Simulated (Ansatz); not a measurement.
Relaxation of CH3BCl (6 atoms, charge 1, multiplicity 1), to a largest force component of 0.015 eV/Å in at most 40 steps.

Method: Ansatz 0.2.0, RKS PBE-D4/def2-SVP.

```xyz
6
Properties=species:S:1:pos:R:3
B -0.553 -0.410 -0.400
C 0.482 0.358 0.351
Cl 2.045 0.121 0.706
H -1.281 -1.149 0.139
H -0.753 -0.220 -1.537
H 0.060 1.301 0.741
```

Where does it end, and by what steps?

It converged. Limits of this set-up: the dipole of an ion depends on the origin. After 8 steps the energy has fallen by 0.129 eV; H6 moved furthest, 0.16 Å.

```csv
step,energy less start (eV),largest force component (eV/Å),accepted
0,0.0000,1.265,yes
1,-0.0867,0.361,yes
2,-0.1015,0.554,yes
3,-0.1027,0.496,yes
4,-0.1178,0.334,yes
5,-0.1281,0.083,yes
6,-0.1278,0.062,no
7,-0.1289,0.020,yes
8,-0.1289,0.003,yes
```

```xyz
6
Properties=species:S:1:pos:R:3
B -0.566 -0.413 -0.407
C 0.418 0.449 0.380
Cl 1.983 0.025 0.636
H -1.251 -1.238 0.177
H -0.692 -0.247 -1.610
H 0.109 1.424 0.825
```

Whether the end is a true minimum wasn't checked by a vibrational analysis.

Run time: 11 s on 1 CPU thread of a shared host.
